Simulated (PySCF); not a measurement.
**Core-level binding energies of formyl chloride**

Formyl chloride, CHClO.
SMILES with atom numbers: `[O:1]=[CH:2][Cl:3]`

Structure used (PBE0-D3(BJ)/def2-SVP), in Å, numbered top down from 1:
```xyz
4
CHClO angstrom
O     -0.322   -0.848    0.047
C      0.391    0.090    0.026
Cl     2.153   -0.009    0.010
H      0.075    1.153    0.016
```

Computed with PySCF 2.14.0, delta-SCF UKS SCAN, pcX-2 on the ionised atom, pcseg-1 elsewhere, spin-free X2C. These are vertical core ionisation energies against the vacuum level, from separate self-consistent calculations with and without the core hole.

Q: What binding energy does each computed site have?

A: 
```csv
atom(s),bonded to,level,binding energy (eV),2p1/2 (eV),count
Cl3,C,Cl 1s,2829.51,–,1
O1,C (double bond),O 1s,539.63,–,1
C2,"O (double bond), Cl and H",C 1s,295.78,–,1
Cl3,C,Cl 2p3/2,206.93,208.58,1
```

Q: What is the longest wavelength that can ionise C 1s of C2 vertically?

A: λ = hc/E = 12398.42 eV Å / 295.78 eV = 41.918 Å.

2p3/2 and 2p1/2 are the ΔSCF energy of one spin-free 2p hole plus the eigenvalues of a spin–orbit and ligand-field matrix of the shell. 2p1/2 minus 2p3/2 (ligand field included): Cl 1.65 eV. Geometry: PBE0-D3(BJ)/def2-SVP; no solvent, vibrations or thermal averaging.
